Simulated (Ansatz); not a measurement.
ClH, an active-space calculation

With Ansatz's Python interface.

Run as a notebook:

In [1]:
```python
import ansatz as az
```

In [2]:
```python
BASIS_SET = 'def2-SVP'
```

In [3]:
```python
geometry_ang = [
    ('H', [0.0, 0.0, 0.0]),
    ('Cl', [0.0, 0.0, 1.29]),
]
clh = az.Crystal.molecule()
for symbol, xyz in geometry_ang:
    clh = clh.atom(symbol, xyz)
```

In [4]:
```python
job = clh.calculation().basis(gaussian=BASIS_SET).correlation(active_electrons=2, active_orbitals=3)
for method in [None]:
    data = (job if method is None else job.correlation(method)).run().report
    space = data['configurations']
    state = space['states'][0]
    print(method or 'casscf', f'total {data["free_energy_ev"] / 27.211386246:.6f} Ha, active-space state {state["energy"]["hartree"]:.6f} Ha, mean field {data["reference_energy_ev"] / 27.211386246:.6f} Ha')
    print('  determinants', state['n_determinants'], ' natural occupations', [round(n, 3) for n in space['natural_occupations']])
print('effectively unpaired electrons, sum of min(n, 2 - n):', round(sum(min(n, 2 - n) for n in space['natural_occupations']), 3))
```
```text
casscf total -459.958542 Ha, active-space state -459.958542 Ha, mean field -459.938073 Ha
  determinants 9  natural occupations [1.975, 0.022, 0.004]
effectively unpaired electrons, sum of min(n, 2 - n): 0.051
```

Caveats:
- These settings explore the input space; basis and method may be short of convergence.
- The geometry is a force-field or estimated start, not a minimum of this method, and the basis set is short of its limit. The active space starts as a window about the frontier orbitals and is then optimised, not chosen by chemistry.
- Hardware and time: 0.5 s on 1 thread of Intel(R) Xeon(R) Platinum 8559C (Emerald Rapids), with other jobs on the host, peak memory 0.14 GiB.
